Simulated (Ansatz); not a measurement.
## Forces on a displaced structure

C₂H₃S (SMILES [CH+]1CS1) (charge +1), singlet, displaced at random from a GFN2-xTB minimum.

C1  (-0.379, -0.716, -0.164)
C2  (0.238, 0.700, 0.062)
S3  (0.722, -0.954, 0.986)
H4  (-0.985, -1.168, -0.944)
H5  (1.034, 1.095, -0.504)
H6  (-0.530, 1.231, 0.758)
(Å)

Ansatz 0.2.0; basis: def2-TZVPP; cores frozen in the correlated methods.

CCSD(T) forces from the calculation:
```json
{"atom": "C1", "Fx": "1.774", "Fy": "2.051", "Fz (eV/Å)": "-1.042"}
{"atom": "C2", "Fx": "-3.905", "Fy": "-2.338", "Fz (eV/Å)": "2.847"}
{"atom": "S3", "Fx": "-0.376", "Fy": "0.169", "Fz (eV/Å)": "-0.080"}
{"atom": "H4", "Fx": "-0.157", "Fy": "-0.328", "Fz (eV/Å)": "0.482"}
{"atom": "H5", "Fx": "0.555", "Fy": "0.553", "Fz (eV/Å)": "-0.734"}
{"atom": "H6", "Fx": "2.108", "Fy": "-0.106", "Fz (eV/Å)": "-1.472"}
```

(1) Which atom feels the largest CCSD(T) force, and how large is it?

T1 diagnostic: at most 0.023. The restricted Hartree–Fock reference is unstable towards an unrestricted one here. These are differences at one structure, and CCSD(T) in triple zeta is itself an approximation.

Answers

(1) C2, 5.37 eV/Å, along (-0.73, -0.44, 0.53).

Root-mean-square difference of the force components from those of CCSD(T): PBE0-D4 0.333; wB97M-V 0.324; r2SCAN-D4 0.205; PBE-D4 0.173; wB97X-V 0.396; SPW92 0.429 eV/Å.

For scale, one of the runs: CCSD(T)/def2-TZVPP forces, 146 basis functions (an equivalent command: `ansatz run in.yaml --threads 4`). The run took 32 s on 4 CPU threads (shared host), with 1.6 GiB of host memory at its peak.
